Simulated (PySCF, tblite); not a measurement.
Complex of Mg2+ and 2 × hydrogen fluoride

A gas-phase complex of Mg2+ and 2 × hydrogen fluoride; charge +2, singlet. The structure comes from a short search (6 tight-binding starts) and was relaxed by PBE0-D3(BJ)/def2-SVPD; another way of binding may lie lower. Frequencies by PBE0-D3(BJ)/def2-SVPD show no clear imaginary mode.

Parts: 1 = Mg2+ ([Mg+2]), atoms 1, charge +2; 2 = hydrogen fluoride (F), atoms 2–3; 3 = hydrogen fluoride (F), atoms 4–5.

```xyz
5

Mg    1.291   -0.845    0.605
F     0.543   -2.586    0.653
H     0.158   -3.451    0.689
F     2.136    0.852    0.594
H     2.556    1.702    0.572
```
Atom numbers follow the order of the file, from 1.

Contacts between parts, classed by geometry: Mg1···F2 1.896 Å (ion contact); Mg1···F4 1.896 Å (ion contact).

Interaction energies are complex less parts, with the parts frozen as they stand in it; counterpoise-corrected, in kcal/mol (PySCF).

Question: How strongly do the parts interact, level by level?

Answer: 
```
                  level  interaction  superposition error removed
wB97M-D3(BJ)/def2-TZVPD      -106.90                        -0.19
 PBE0-D3(BJ)/def2-TZVPD      -107.73                        -0.21
```

Question: What holds them together? Decompose the wB97M-D3(BJ)/def2-TZVPD energy: frozen parts, their antisymmetrised product, then relaxation.

Answer: electrostatic -70.0, Pauli repulsion +24.9, orbital relaxation -61.0, dispersion correction -1.0 kcal/mol, which sum to the value before the counterpoise correction; the Pauli term holds the exchange-correlation of the frozen density too. Of the attraction, 53 % is electrostatic, 46 % is orbital relaxation, 1 % is dispersion correction.

Question: Are the pair energies additive?

Answer: The pairs sum to -111.58 kcal/mol (1–2 -56.1, 1–3 -56.1, 2–3 0.6); the rest of +4.67 is a many-body weakening.

The parts were also relaxed and run alone, at the levels used for the complex: shieldings by PBE0/pcSseg-2.

Values alone: shielding of Mg1 (ppm): 695.0; shielding of F2 (ppm): 410.9; shielding of F4 (ppm): 410.9.

Question: How do these values change when the complex forms?

Answer: 
```json
{"property": "shielding of Mg1 (ppm)", "alone": "695.0", "in the complex": "643.0", "change": "-52.0"}
{"property": "shielding of F2 (ppm)", "alone": "410.9", "in the complex": "425.8", "change": "+14.9"}
{"property": "shielding of F4 (ppm)", "alone": "410.9", "in the complex": "425.8", "change": "+14.9"}
```

Multiply charged ions in the gas phase bind far more strongly than in solution.

The 5 runs behind this took 77 s in all, one thread each of Arm Neoverse V2 on a shared host, launched as `OMP_NUM_THREADS=1 python cluster_run.py task.json out`.
